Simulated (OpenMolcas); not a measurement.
**Predicting a hybrid from its neighbours: HNO2 (nitrous acid)**

The species is HNO2 (4 atoms), meant as a singlet with charge 0. As SMILES, `O=NO`. The coordinates come from a PBE0-D4/def2-TZVP relaxation.

The HOMO–LUMO gap y, in eV, basis def2-TZVP; a is the functional's share of exact exchange. Programs: OpenMolcas 26.06.

| functional | program | a | y (eV) |
| --- | --- | --- | --- |
| BLYP | OpenMolcas | 0 | 3.16 |
| revPBE | OpenMolcas | 0 | 3.17 |
| B3LYP | OpenMolcas | 0.2 | ? |
| PBE0 | OpenMolcas | 0.25 | 6.02 |
| BHLYP | OpenMolcas | 0.5 | 9.04 |

Problem. Fit y = c + s·a to the known rows and predict B3LYP.

Solution. 
1. Means of the 4 rows: a = 0.1875, y = 5.348.
2. Σ(Δa)² = 0.17188, Σ(Δa·Δy) = 2.0144, so the slope is 2.0144/0.17188 = 11.72.
3. Intercept: 5.348 − (11.72) × 0.1875 = 3.150. The largest residual of the fit is 0.060.
4. B3LYP: 3.150 + (11.72) × 0.2 = 5.49 eV.

The run gave 5.46 eV, so the prediction is off by +0.03 eV, within the scatter of the fit. Exact exchange lowers occupied levels and raises empty ones.
